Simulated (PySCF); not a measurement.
## Computed NMR parameters against published values

Molfile (atoms numbered from 1):
```
C5H10O
     RDKit          3D

 16 15  0  0  0  0  0  0  0  0999 V2000
    2.1293    0.2430   -0.1595 C   0  0  0  0  0  0  0  0  0  0  0  0
    0.8920   -0.4309    0.3795 C   0  0  0  0  0  0  0  0  0  0  0  0
    0.9229   -1.2084    1.2981 O   0  0  0  0  0  0  0  0  0  0  0  0
   -0.4015   -0.0322   -0.3184 C   0  0  0  0  0  0  0  0  0  0  0  0
   -1.3978   -1.1881   -0.3121 C   0  0  0  0  0  0  0  0  0  0  0  0
   -0.9763    1.1749    0.4323 C   0  0  0  0  0  0  0  0  0  0  0  0
    2.3770   -0.2054   -1.1208 H   0  0  0  0  0  0  0  0  0  0  0  0
    1.9512    1.3036   -0.3183 H   0  0  0  0  0  0  0  0  0  0  0  0
    2.9647    0.1016    0.5211 H   0  0  0  0  0  0  0  0  0  0  0  0
   -0.1773    0.2643   -1.3478 H   0  0  0  0  0  0  0  0  0  0  0  0
   -1.5607   -1.5281    0.7075 H   0  0  0  0  0  0  0  0  0  0  0  0
   -2.3484   -0.8739   -0.7364 H   0  0  0  0  0  0  0  0  0  0  0  0
   -1.0148   -2.0238   -0.8932 H   0  0  0  0  0  0  0  0  0  0  0  0
   -1.8986    1.5027   -0.0416 H   0  0  0  0  0  0  0  0  0  0  0  0
   -0.2764    2.0077    0.4356 H   0  0  0  0  0  0  0  0  0  0  0  0
   -1.1929    0.9020    1.4625 H   0  0  0  0  0  0  0  0  0  0  0  0
  1  2  1  0
  2  3  2  0
  2  4  1  0
  4  5  1  0
  4  6  1  0
  1  7  1  0
  1  8  1  0
  1  9  1  0
  4 10  1  0
  5 11  1  0
  5 12  1  0
  5 13  1  0
  6 14  1  0
  6 15  1  0
  6 16  1  0
M  END
```

What is known from experiment: δ $^{17}$O O3 553.6 ppm (measured; solution, CH3CN, 313 K; J.-C. Zhuo, Molecules 4 (1999) 320).
δ $^{13}$C C4 41.6; C5/C6 18.2; δ $^{1}$H H10 2.58; H11/H12/H13/H14/H15/H16 1.11 ppm (measured; solution, not stated per compound (mostly CDCl3 or CCl4); Pretsch, Buehlmann, Badertscher, Structure Determination of Organic Compounds, 4th ed. (2009)).

[PySCF: NMR shieldings at PBE0/pcSseg-1/GIAO; coordinates at the GFN2-xTB level; non-relativistic Hamiltonian; no solvent model; one averaged value for each set of equivalent atoms; one computed conformer]

(1) How close does the calculation come?

(2) How far are the unscaled $^{13}$C shifts from the references?

(3) How far are the unscaled $^{1}$H shifts from the references?

Results:

(1) 
Reference values: measured (solution, CH3CN, 313 K; J.-C. Zhuo, Molecules 4 (1999) 320).
| atoms | quantity | reference | computed | computed, scaled |
| --- | --- | --- | --- | --- |
| O3 | δ $^{17}$O vs H2O (external) | 553.6 | – | 549.5 |

Reference values: measured (solution, not stated per compound (mostly CDCl3 or CCl4); Pretsch, Buehlmann, Badertscher, Structure Determination of Organic Compounds, 4th ed. (2009)).
```
                  atoms    quantity  reference  computed  computed, scaled
                     C4  δ $^{13}$C       41.6      43.9              40.8
                  C5/C6  δ $^{13}$C       18.2      20.7              18.1
                    H10   δ $^{1}$H       2.58      2.47              2.44
H11/H12/H13/H14/H15/H16   δ $^{1}$H       1.11      1.08              1.12
```

Computed shifts are σ(ref) − σ with the named reference compound (TMS for H and C) calculated as an isolated molecule at the same level. The measured values may be among those fitted. Shieldings were converted by linear fits to measured shifts (mostly CDCl3, TMS scale, for H and C): $^{13}$C: δ = 180.61 − 0.978σ (rms 2.1 ppm, 210 shifts, 2.3 ppm with the 2 outliers that the fit left out); $^{1}$H: δ = 30.01 − 0.943σ (rms 0.16 ppm, 131 shifts, 0.17 ppm with the 2 outliers that the fit left out); $^{17}$O: δ = 266.41 − 0.894σ (rms 11.6 ppm, 25 shifts vs liquid water, solution or neat liquid). Occasional misses reach two or three times the rms, and more in compound classes unlike the fitted ones.

(2) Mean signed difference +2.40 ppm, mean absolute 2.40 ppm over 2 comparisons; the largest is +2.5 ppm at C5/C6 (methyl carbon).

(3) Mean signed difference -0.07 ppm, mean absolute 0.07 ppm over 2 comparisons; the largest is -0.11 ppm at H10 (hydrogen on an sp3 CH α to a carbonyl).
